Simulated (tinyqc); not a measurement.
Inside a calculation. Method: extended Hueckel theory, for BH3. One step of it, computed by the program tinyqc.

Task: Orbitals. Solve H C = S C e through S^(-1/2); fill by pairs from the bottom, a degenerate level sharing its electrons equally; each orbital has its largest coefficient positive (the first on a tie).

H (eV), order 1B 2s, 1B 2px, 1B 2py, 1B 2pz, 2H 1s, 3H 1s, 4H 1s:
$$\begin{pmatrix}
-15.200000 & 0.000000 & 0.000000 & 0.000000 & -14.684884 & -14.681769 & -14.681769 \\
0.000000 & -8.500000 & 0.000000 & 0.000000 & -12.034975 & 6.015595 & 6.015595 \\
0.000000 & 0.000000 & -8.500000 & 0.000000 & 0.000000 & -10.422123 & 10.422123 \\
0.000000 & 0.000000 & 0.000000 & -8.500000 & 0.326123 & 0.326020 & 0.326020 \\
-14.684884 & -12.034975 & 0.000000 & 0.326123 & -13.600000 & -2.878630 & -2.878630 \\
-14.681769 & 6.015595 & -10.422123 & 0.326020 & -2.878630 & -13.600000 & -2.876671 \\
-14.681769 & 6.015595 & 10.422123 & 0.326020 & -2.878630 & -2.876671 & -13.600000
\end{pmatrix}$$

overlap S, order 1B 2s, 1B 2px, 1B 2py, 1B 2pz, 2H 1s, 3H 1s, 4H 1s:
$$\begin{pmatrix}
1.000000 & 0.000000 & 0.000000 & 0.000000 & 0.509892 & 0.509784 & 0.509784 \\
0.000000 & 1.000000 & 0.000000 & 0.000000 & 0.544569 & -0.272199 & -0.272199 \\
0.000000 & 0.000000 & 1.000000 & 0.000000 & 0.000000 & 0.471589 & -0.471589 \\
0.000000 & 0.000000 & 0.000000 & 1.000000 & -0.014757 & -0.014752 & -0.014752 \\
0.509892 & 0.544569 & 0.000000 & -0.014757 & 1.000000 & 0.105832 & 0.105832 \\
0.509784 & -0.272199 & 0.471589 & -0.014752 & 0.105832 & 1.000000 & 0.105760 \\
0.509784 & -0.272199 & -0.471589 & -0.014752 & 0.105832 & 0.105760 & 1.000000
\end{pmatrix}$$

valence electrons = 6

Give: orbital energies; occupations; coefficients; sum of one-electron energies.

Result:

orbital energies (eV): [-21.4760, -15.3297, -15.3291, -8.5031, 18.3011, 18.3031, 38.1163]

occupations: [2.0000, 2.0000, 2.0000, 0.0000, 0.0000, 0.0000, 0.0000]

coefficients, order 1B 2s, 1B 2px, 1B 2py, 1B 2pz, 2H 1s, 3H 1s, 4H 1s:
$$\begin{pmatrix}
0.5093 & 0.0000 & 0.0000 & 0.0239 & 0.0000 & -0.0011 & 1.5963 \\
0.0000 & 0.0000 & 0.4445 & 0.0000 & 0.0000 & 1.3387 & 0.0013 \\
0.0000 & 0.4444 & 0.0000 & 0.0000 & 1.3387 & 0.0000 & 0.0000 \\
-0.0006 & 0.0000 & 0.0000 & 0.9996 & 0.0000 & 0.0000 & -0.0475 \\
0.2854 & 0.0000 & 0.5488 & -0.0052 & 0.0000 & -1.0867 & -0.8327 \\
0.2853 & 0.4753 & -0.2745 & -0.0052 & -0.9416 & 0.5442 & -0.8311 \\
0.2853 & -0.4753 & -0.2745 & -0.0052 & 0.9416 & 0.5442 & -0.8311
\end{pmatrix}$$

sum of one-electron energies = -104.2695 eV
